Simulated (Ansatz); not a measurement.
in.yaml

```yaml
crystal:
  periodic: [false, false, false]
  atoms:
    - {symbol: Si, position_ang: [0.000000, 0.000000, 0.000000]}
    - {symbol: As, position_ang: [0.000000, 0.000000, 2.324200]}
basis:
  gaussian: {orbitals: 6-31G}
total_charge: 1
magnetization: {spin_polarized: false}
correlation: {method: ccsdt_q_b, electrons: outside_noble_gas}
```

```sh
$ ansatz run in.yaml --threads 1 --pin off --events-out ev --progress --plain --max-ram 2393MiB
```

Log:

```
669 factors; integrals over basis functions are off by at most 1.2e-7 eV
mean field evaluation 1: about -68632.5166 eV, gradient 2.3e1 eV
mean field evaluation 2: about -68632.5567 eV, gradient 2.3e1 eV
mean field evaluation 4: about -68635.1667 eV, gradient 1.7e0 eV
mean field evaluation 8: about -68635.1893 eV, gradient 1.3e-1 eV
mean field evaluation 16: about -68636.7649 eV, gradient 6.2e0 eV
mean field evaluation 32: about -68635.1895 eV, gradient 2.5e-2 eV
mean field evaluation 64: about -68637.0362 eV, gradient 1.7e-5 eV
mean field evaluation 96: about -68637.0295 eV, gradient 6.3e-1 eV
mean field evaluation 128: about -68637.0359 eV, gradient 1.1e-1 eV
mean field evaluation 160: about -68612.9598 eV, gradient 2.2e-1 eV
...
cycle  31  -3.01683679 eV  change    9.7e-7 eV  update   1.8e-6
cycle  32  -3.01683616 eV  change    6.3e-7 eV  update   1.6e-6
cycle  33  -3.01683460 eV  change    1.6e-6 eV  update   1.4e-6
cycle  34  -3.01683176 eV  change    2.8e-6 eV  update   1.3e-6
cycle  35  -3.01682902 eV  change    2.7e-6 eV  update   1.0e-6
cycle  36  -3.01682676 eV  change    2.3e-6 eV  update   7.3e-7
cycle  37  -3.01682560 eV  change    1.2e-6 eV  update   4.7e-7
cycle  38  -3.01682473 eV  change    8.7e-7 eV  update   3.3e-7
cycle  39  -3.01682575 eV  change   -1.0e-6 eV  update   1.9e-7
cycle  40  -3.01682523 eV  change    5.2e-7 eV  update   1.2e-7
perturbative correction -0.04153985 eV, -0.0015265612 hartree
WARN: these amplitudes may be one of several solutions (largest doubles amplitude 0.59, level shift 0.00 eV)
Total energy: -68640.09456885 eV, -2522.4769494781 hartree
```

Ran on 1 thread of Intel Xeon 6975P-C, shared host: 2.5 s wall, 0.11 GiB peak host memory.
